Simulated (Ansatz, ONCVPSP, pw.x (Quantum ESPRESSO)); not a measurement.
# magnesium (bcc): variants of one ONCV potential in the solid

ONCVPSP 4.0.1 input, shortened (lines: element, Z, core and valence counts, functional; n l f; lmax; l rc ep ncon nbas qcut; lloc lpopt rc5 dvloc0; l nproj debl; icmod fcfact rcfact), PBEsol, scalar-relativistic:

```
  Mg 12.00    3    1  -116133      upf
    1    0    2.00
    2    0    2.00
    2    1    6.00
    3    0    2.00
    1
    0    2.45    0.00    4    7    2.90
    1    2.10    0.19    3    6    4.40
    4    2    1.40   -1.00
    0    1    2.00
    1    2    0.80
    3    5.50    1.25
```

Crystal test: bcc Mg in pw.x 7.5, no spin, 13³ k-points, Fermi–Dirac smearing 0.01 Ry, cutoffs set for each file from its atomic test. The reference is all-electron LAPW (Ansatz 0.2.0) with the same functional, mesh and smearing; V0 and B0 come from Birch–Murnaghan fits to the pressures at five volumes. Errors are pseudo minus all-electron; Δ is the rms difference of the E(V) curves that follow from these fits, minima aligned, over ±6 % about the mean V0. Mesh and smearing are coarse, so the numbers serve the comparison and aren't converged zero-temperature values; the lattice is a test structure that the element need not adopt.

All-electron: a0 = 3.559 Å (V0 = 22.55 Å³/atom), B0 = 36.1 GPa.

Base: The generator flags a localised state at positive energy (s at 29 eV).

3 further variants are left out: they gave no file fit for a test, a broken result, the same result as the base, or pressures whose basis-set error rivals the error shown.

| change | cutoffs (Ry) | pw.x | a0 (Å) | a0 error (%) | B0 error (%) | Δ (meV/atom) | mean pressure error (GPa) |
| --- | --- | --- | --- | --- | --- | --- | --- |
| base | 50/200 | converged | 3.558 | -0.02 | +1.1 | 0.1 | -0.02 |
| all radii but the core radius scaled by about 1.16 (s 2.86, p 2.44 bohr); local potential polynomial inside 1.62 bohr (lpopt 2, dvloc0 -1 Ha) | 50/200 | converged; energies reset by the program | 3.556 | -0.09 | +1.0 | 0.5 | -0.10 |
| all radii but the core radius scaled by about 1.31 (s 3.20, p 2.74 bohr); local potential polynomial inside 1.84 bohr (lpopt 2, dvloc0 -1 Ha) | 50/200 | converged; energies reset by the program | 3.551 | -0.23 | +1.2 | 1.2 | -0.25 |
